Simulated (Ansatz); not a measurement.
# Counterpoise correction, worked out

The pair of NH3 (SMILES N, atoms 1–4) and C2H4 (SMILES C=C, atoms 5–10), both closed shells, in one local arrangement (a lower one may exist), relaxed at PBE0-D4/def2-TZVP:

N1  (0.064, -0.008, -2.239)
H2  (-0.412, 0.854, -2.472)
H3  (0.892, -0.057, -2.821)
H4  (-0.542, -0.769, -2.519)
C5  (-0.532, 0.104, 2.051)
C6  (0.535, -0.111, 1.297)
H7  (-0.484, 0.092, 3.135)
H8  (-1.505, 0.301, 1.611)
H9  (0.481, -0.097, 0.211)
H10  (1.504, -0.307, 1.745)
(Å)

Ansatz 0.2.0; basis: def2-TZVPPD; cores frozen in the correlated methods.

CCSD(T) total energies in eV:

| system | geometry | basis functions | energy |
| --- | --- | --- | --- |
| pair | pair | all | -3671.41698 |
| NH3 | as in the pair | all (partner as ghosts) | -1536.87095 |
| C2H4 | as in the pair | all (partner as ghosts) | -2134.49844 |
| NH3 | as in the pair | its own | -1536.86067 |
| C2H4 | as in the pair | its own | -2134.49525 |
| NH3 | free (PBE0-D4 minimum) | its own | -1536.86071 |
| C2H4 | free (PBE0-D4 minimum) | its own | -2134.49509 |

(1) Work out the interaction energy with and without the counterpoise correction, the superposition error, and the binding energy from the relaxed fragments.

T1 diagnostic: at most 0.011.

Answers

(1) Without correction: -3671.41698 − (-1536.86067) − (-2134.49525) = -0.06106 eV.
With correction (each fragment in the whole basis): -3671.41698 − (-1536.87095) − (-2134.49844) = -0.04759 eV = -1.10 kcal/mol.
The superposition error is the difference, 0.01347 eV, 22 % of the uncorrected value: each fragment borrows its partner's functions.
Deformation from the free shapes: 0.00004 eV for NH3 and -0.00016 eV for C2H4 (a small negative value is possible, since the free shapes are minima of another method).
Binding energy from relaxed fragments: -0.04759 + 0.00004 + (-0.00016) = -0.04771 eV = -1.10 kcal/mol (electronic, without zero-point energy; negative means bound). For comparison, the corrected interaction energy by CCSD(T) at an estimated basis limit (MP2 extrapolated from triple and quadruple zeta, plus CCSD(T) − MP2 in triple zeta) is -0.055 eV; triple zeta with the correction binds less.

For scale, one of the runs: CCSD(T)/def2-TZVPPD, 230 basis functions, launched by `ansatz run in.yaml --threads 4 --pin off --events-out ev --progress --plain --max-ram 9574MiB`. Time: 54 s of wall clock on 4 CPU threads of an Arm Neoverse V1; the host was shared. Peak host memory: 4.1 GiB.
